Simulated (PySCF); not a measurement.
# C5H8: calculation and literature

Atoms are numbered as in `[CH2:1]=[CH:2][CH2:3][CH:4]=[CH2:5]` (H(Xn): hydrogen on atom n). Ha(C1), Ha(C5) are cis to C3; Hb(C1), Hb(C5) are trans to C3.

The experiment to reproduce: δ 1H H(C2)/H(C4) 5.71 ppm (measured; solution, not stated per compound (mostly CDCl3 or CCl4); Pretsch, Buehlmann, Badertscher, Structure Determination of Organic Compounds, 4th ed. (2009)). Coupling constants: 3J(H(C2),Hb(C1)) (cis) 10.3 Hz, 3J(H(C2),Ha(C1)) (trans) 16.9 Hz, 2J(Ha(C1),Hb(C1)) 2.2 Hz.

[PySCF 2.14.0 with density-fitted response routines: couplings computed with B3LYP/pcJ-1 (without the spin–dipole term); geometry: PBE0-D3(BJ)/def2-SVP; GIAO PBE0/pcSseg-1 shieldings; a single conformation; one averaged value for each set of equivalent atoms; in vacuum; relativity neglected]

Problem. What does the calculation give, and how does it compare?

Solution. 
Reference values: measured (solution, not stated per compound (mostly CDCl3 or CCl4); Pretsch, Buehlmann, Badertscher, Structure Determination of Organic Compounds, 4th ed. (2009)).
```csv
atoms,quantity,reference,computed,"computed, scaled"
H(C2)/H(C4),δ 1H,5.71,5.84,5.75
```

Computed shifts are σ(ref) − σ with the named reference compound (TMS for H and C) calculated as an isolated molecule at the same level. The measured values may be among those fitted. Expected solution values come from regression of measured δ (H and C: mostly CDCl3, vs TMS) on computed σ: 1H: δ = 29.91 − 0.950σ (rms 0.21 ppm, 511 shifts, 0.22 ppm with the 3 outliers that the fit left out). A few per cent of atoms miss by over 2 rms, more outside the fitted compound classes.

Coupling constants in Hz:
```tsv
coupling	reference	computed	source
3J(H(C2),Hb(C1)) cis	10.3	11.1	measured; solution (compiled); Pretsch, Buehlmann, Badertscher, Structure Determination of Organic Compounds, 4th ed., Springer 2009
3J(H(C2),Ha(C1)) trans	16.9	17.9	measured; solution (compiled); Pretsch, Buehlmann, Badertscher, Structure Determination of Organic Compounds, 4th ed., Springer 2009
2J(Ha(C1),Hb(C1))	2.2	2.2	measured; solution (compiled); Pretsch, Buehlmann, Badertscher, Structure Determination of Organic Compounds, 4th ed., Springer 2009
```

4 of the 9 published NMR values on file for this molecule are compared.

Unscaled 3J(H,H) at this level run about 10 % above measured values. Couplings across =CH–CH2 type bonds come from one rotamer and its mirror image, and can be 1–2 Hz further off.
